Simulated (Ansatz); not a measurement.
# C3H4F2: a ladder of functionals and wavefunction methods

The task here is to estimate one member of a computed series from the others.

Program: Ansatz 0.2.0, Gaussian basis. Level of theory: functionals in def2-TZVPP, the program's frozen cores in correlated methods. These are calculated values, not measurements.

Plan: LDA (SPW92), PBE-D4, revPBE-D4, BLYP-D4, r2SCAN-D4, B97M-V, PBE0-D4, B3LYP-D4, r2SCANh-D4, r2SCAN0-D4, HSE06-D4, BHLYP-D4, CAM-B3LYP-D4, LC-ωPBE, ωB97X-V, ωB97M-V, B2PLYP, PBE-QIDH; CCSD(T)/def2-SVP; CCSD(T)/def2-TZVPP; MP2/def2-QZVPP; extrapolation to the limit; RPA on PBE.

### The geometry

An earlier PBE0-D4 in a triple-zeta def2 set relaxation fixed the geometry.

SMILES `F/C=C\CF`, 9 atoms, charge 0, spin multiplicity 1.

Atoms are counted from 1 here; the program's logs count them from 0.

Bond lengths: F1–C2 1.336 Å, C2–C3 1.320 Å, C2–H6 1.084 Å, C3–C4 1.485 Å, C3–H7 1.084 Å, C4–F5 1.387 Å, C4–H8 1.095 Å, C4–H9 1.091 Å. Angles: F1–C2–C3 122.6°, F1–C2–H6 112.2°, C3–C2–H6 125.2°, C2–C3–C4 124.9°, C2–C3–H7 117.2°, C4–C3–H7 117.9°, C3–C4–F5 109.9°, C3–C4–H8 111.0°, C3–C4–H9 111.5°, F5–C4–H8 107.0°, F5–C4–H9 108.2°, H8–C4–H9 109.1°.

The first run:

Contents of in.yaml:

```yaml
crystal:
  periodic: [false, false, false]
  atoms:
    - {symbol: F, position_ang: [-1.771327, 0.696166, -0.764214]}
    - {symbol: C, position_ang: [-0.756827, -0.083772, -1.148784]}
    - {symbol: C, position_ang: [0.269876, -0.355359, -0.364290]}
    - {symbol: C, position_ang: [0.439527, 0.155223, 1.019396]}
    - {symbol: F, position_ang: [1.656575, 0.811370, 1.133742]}
    - {symbol: H, position_ang: [-0.888879, -0.458706, -2.156852]}
    - {symbol: H, position_ang: [1.042356, -1.001259, -0.765614]}
    - {symbol: H, position_ang: [0.449753, -0.666682, 1.742674]}
    - {symbol: H, position_ang: [-0.352552, 0.856817, 1.286942]}
basis:
  gaussian: {orbitals: def2-TZVPP}
hamiltonian: {xc: lda}
output: {orbitals: {seedname: orbitals}}
```

Among the steps run: LDA; PBE-D4 (GGA); revPBE-D4 (GGA); BLYP-D4 (GGA); r2SCAN-D4 (meta-GGA); B97M-V (meta-GGA); PBE0-D4 (hybrid); B3LYP-D4 (hybrid); r2SCANh-D4 (hybrid); r2SCAN0-D4 (hybrid); HSE06-D4 (hybrid); BHLYP-D4 (hybrid); CAM-B3LYP-D4 (range-separated); LC-ωPBE-D4 (range-separated; the results give it without D4); ωB97X-V (range-separated); ωB97M-V (range-separated); B2PLYP (double hybrid); PBE-QIDH (double hybrid).

One of the session's tables, all rows but one given; the rest of the session is left out.

It belongs to the step «Frontier levels by functional». 

```
  functional  HOMO (eV)  gap (eV)
 LDA (SPW92)      -6.81      5.37
      PBE-D4      -6.61      5.44
   revPBE-D4      -6.53      5.47
     BLYP-D4      -6.49      5.42
   r2SCAN-D4      -6.85      5.91
      B97M-V      -6.89      6.02
     PBE0-D4      -7.88      7.75
    B3LYP-D4      -7.67      7.26
  r2SCANh-D4      -7.33      6.77
  r2SCAN0-D4      -8.04      8.05
    HSE06-D4          ?         ?
    BHLYP-D4      -9.02     10.00
CAM-B3LYP-D4      -9.27     10.27
     LC-ωPBE     -10.64     12.87
     ωB97X-V     -10.24     12.41
     ωB97M-V     -10.15     12.18
```

Q: Estimate the row for HSE06-D4 from the others.

**Answer.** HOMO (eV): -7.47; gap (eV): 6.96. In the column «HOMO (eV)» it lies between B3LYP-D4 (-7.67) and r2SCANh-D4 (-7.33).
